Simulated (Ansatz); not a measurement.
## Telling isomers of C3H6S apart by their spectra

These gas-phase data were calculated for one isomer of C3H6S at B3LYP/def2-SVP (harmonic, unscaled wavenumbers; equilibrium rotational constants with average atomic masses):

| Quantity | Value |
| --- | --- |
| rotational constants | 11.59, 4.774, 3.876 GHz |
| all wavenumbers above 1500 cm⁻¹ | 3197, 3136, 3121, 3103, 3101, 3022 |

Candidates:

(1) `SC1CC1`, a singlet
(2) `C1CSC1`, a singlet
(3) `C[C@@H]1CS1`, a singlet

Task: Assign the data to one candidate and say why. Where the bands don't settle it, estimate the moments of inertia from typical bond lengths.

Result: Candidate (3). No mode falls between 2500 and 2800 cm⁻¹, where the S–H stretch of (1) would stand. The rotational constants decide the rest: (2) would give 10.03, 6.549, 4.344 GHz.

The same quantities for all candidates:

```tsv
	rotational constants (GHz)	wavenumbers above 1500 cm⁻¹	E above the lowest, B3LYP/def2-SVP (kcal/mol)
(1)	15.73, 3.804, 3.506	3222, 3213, 3147, 3126, 3121, 2645	9.7
(2)	10.03, 6.549, 4.344	3127, 3122, 3102, 3060, 3057, 3049	4.9
(3)	11.59, 4.774, 3.876	3197, 3136, 3121, 3103, 3101, 3022	0.0
```

Each candidate is one conformer. Programs: Ansatz 0.2.0.
